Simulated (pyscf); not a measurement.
## Hydrogen abstraction: H₂N–Zr(NH₂)(NH₂)–OH (SMILES [NH2][Zr]([NH2])([NH2])[OH]) + H• (SMILES [H]) → [HN–Zr(NH₂)(NH₂)–OH]• (SMILES [NH][Zr]([NH2])([NH2])[OH]) + H₂ (SMILES [H][H])

Gas phase, doublet surface, charge 0. Bonds broken: N1–H6. Bonds formed: H6–H13. PySCF, gas phase, ωB97X-D3(BJ)/def2-SVP geometries.

Transition state (Å):

```xyz
13

N      1.0822     1.0084     0.3340
Zr    -0.8697     0.3996     0.5197
N     -1.2909    -0.4909    -1.2742
N     -2.1917     1.9504     0.6913
O     -1.0891    -0.7290     2.0758
H      1.0890     2.1356    -0.4156
H      1.9940     1.1200     0.7776
H     -0.6087    -0.7684    -1.9768
H     -2.2129    -0.7842    -1.5920
H     -2.4809     2.5623    -0.0697
H     -2.6639     2.2548     1.5404
H     -1.2855    -1.5061     2.5990
H      1.1360     2.9626    -0.7239
```

One imaginary mode, 1229i cm⁻¹; descent along it reached the two sides named.

| bond | change | reactant side (Å) | saddle | product side |
|---|---|---|---|---|
| N1–H6 | breaks | 1.018 | 1.354 | 2.6 |
| H6–H13 | forms | 2.9 | 0.884 | 0.763 |

Electronic energies relative to the separated reactants (kcal/mol):

```json
[
 {"level": "ωB97X-D3(BJ)/def2-TZVP", "barrier": "15.9", "reaction energy": "+8.1", "reverse barrier": "7.8"},
 {"level": "PBE/def2-TZVP", "barrier": "10.6", "reaction energy": "+7.2", "reverse barrier": "3.4"},
 {"level": "r²SCAN/def2-TZVP", "barrier": "9.5", "reaction energy": "+4.1", "reverse barrier": "5.4"},
 {"level": "B3LYP-D3(BJ)/def2-TZVP", "barrier": "10.0", "reaction energy": "+3.7", "reverse barrier": "6.3"},
 {"level": "PBE0-D3(BJ)/def2-TZVP", "barrier": "13.9", "reaction energy": "+9.0", "reverse barrier": "4.9"},
 {"level": "M06-2X/def2-TZVP", "barrier": "17.9", "reaction energy": "+8.5", "reverse barrier": "9.4"},
 {"level": "ωB97M-D3(BJ)/def2-TZVP", "barrier": "16.2", "reaction energy": "+8.1", "reverse barrier": "8.1"},
 {"level": "HF/def2-TZVP", "barrier": "25.5", "reaction energy": "+3.0", "reverse barrier": "22.5"}
]
```

With ωB97M-D3(BJ)/def2-TZVP energies and thermal terms (ideal gas, 1 atm, RRHO with modes under 100 cm⁻¹ raised to 100, one conformer, R ln 2 for chiral ones without a mode under 150 cm⁻¹), in kcal/mol:

```tsv
T (K)	ΔH‡	ΔG‡	ΔH	ΔG
298	14.0	20.2	+6.9	+5.3
600	13.5	26.7	+6.8	+3.7
900	13.3	33.3	+6.5	+2.2
1200	13.2	40.0	+6.1	+0.8
```

This is the saddle that the search found; another between the same sides may lie lower. The angle at the transferred H is 167°. Open-shell species with a d-block atom are single-reference here; other states, and whether the spin sits on metal or ligand, were not checked. Elements past Kr carry the def2 core potentials, without spin-orbit coupling.
